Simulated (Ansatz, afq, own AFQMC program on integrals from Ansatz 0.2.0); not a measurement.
## Atomization energy of HfH4S4, singlet

```xyz
9

S    -0.4428    0.9619   -2.1897
Hf   -0.0010   -0.0036   -0.0004
S     2.3883   -0.3285    0.3222
S    -1.1811   -2.1289    0.1014
S    -0.7636    1.4846    1.7669
H    -0.5861    2.2102   -1.6819
H     2.6429   -0.2322   -1.0055
H    -0.1513   -2.7423    0.7340
H    -1.9054    0.7787    1.9530
```

Atoms in their ground-state spins without spin–orbit coupling (mostly on UHF) minus the molecule (RHF), without zero-point energy. The geometry is a stationary point, not shown to be a minimum.

Basis def2-SVP with its core potentials. Noble-gas cores (and the filled d shells of Ga–Kr and In–Xe) are frozen. Ansatz 0.2.0 and our own AFQMC program on the same integrals; the CISD trial comes from CCSD amplitudes, and released means the phaseless constraint is let go. Error bars are statistical, one sigma. No spin–orbit coupling. The metal's outer-core s and p shells are frozen, which shifts wave-function levels against functionals. The errors of all members are added in quadrature.

No full CI on the walks' own integrals is used here. The released AFQMC energy serves as the reference, which it does only where one determinant dominates, the energy is flat over the last release times and near the phaseless one (40 meV or 2 meV an electron, half that with transition metals). On small molecules, where full CI could be run and the noise was under 10 meV, such values lay within 10 meV of it in 19 cases of 20, a flattering rate, since the rule was set on those same cases; what remains of the bias isn't in the error bar. Each member takes its own surest rung, up to full CI.

The best estimate is CCSD(T) at the basis-set limit (CBS: def2-TZVPP and def2-QZVPP, with their diffuse functions for anions and beside diffuse sets, CCSD(T) itself extrapolated) plus the step from CCSD(T) to AFQMC with the constraint released in def2-SVP. Rows without CBS are in def2-SVP, the functionals in def2-TZVP; B2PLYP and the wave-function rows carry a basis error of their own. Core correlation and relativity beyond core potentials are missing, and ± holds the sampling alone.

Cautions: no spin-orbit coupling; outer-core shells of the metal frozen; HfH₄S₄ (singlet): the released value is read at 0.80 1/Eh with a noise of 11 meV, more than in the cases checked, later times being too noisy (meV from the phaseless value at times in 1/Eh: -9 ± 15 at 0.24, -10 ± 12 at 0.48, -14 ± 11 at 0.80, -6 ± 20 at 1.20), released reference can be 30 meV off for metals; other spins of the molecule weren't checked.

Best estimate: 31.411 ± 0.011 eV.

```tsv
level	atomization energy (eV)	error against the best estimate (eV)
HF	21.650	-9.760 ± 0.011
MP2	28.968	-2.443 ± 0.011
CCSD	28.289	-3.122 ± 0.011
CCSD(T)	28.836	-2.575 ± 0.011
HF/CBS	22.223	-9.188 ± 0.011
MP2/CBS	31.811	0.400 ± 0.011
CCSD(T)/CBS	31.353	-0.057 ± 0.011
PBE	31.475	0.064 ± 0.011
PBE0	30.887	-0.523 ± 0.011
B3LYP	30.316	-1.095 ± 0.011
wB97M-V	31.325	-0.086 ± 0.011
B2PLYP	30.355	-1.056 ± 0.011
surest rungs in def2-SVP	28.894 ± 0.011	-2.517
```

Correlation beyond CCSD(T) adds 0.057 ± 0.011 eV. Going to the basis-set limit adds 2.517 eV at CCSD(T). The perturbative (T) step is worth +0.547 eV.

Best estimates are given only where the step beyond CCSD(T) is under 0.3 eV and no member's determinant is very poor (T1 over 0.05, or 0.07 for open shells, ⟨S²⟩ too high by 0.3, two states mixed), so the hardest cases are missing from such tables.

The functionals ran in a triple-zeta set and keep a basis error of their own, a few kJ/mol for each bond in atomization energies and more for double hybrids, so close places among them and the extrapolated levels can swap.

Each member of a difference takes its own highest rung, so a best estimate needn't equal the limit plus the step of one row. Released energies are given only where the last usable release times agree within the noise; a slower fall can still hide under it. The exponents were fitted on light atoms, and def2 sets of heavy atoms don't grow evenly, so the limit is rough here.
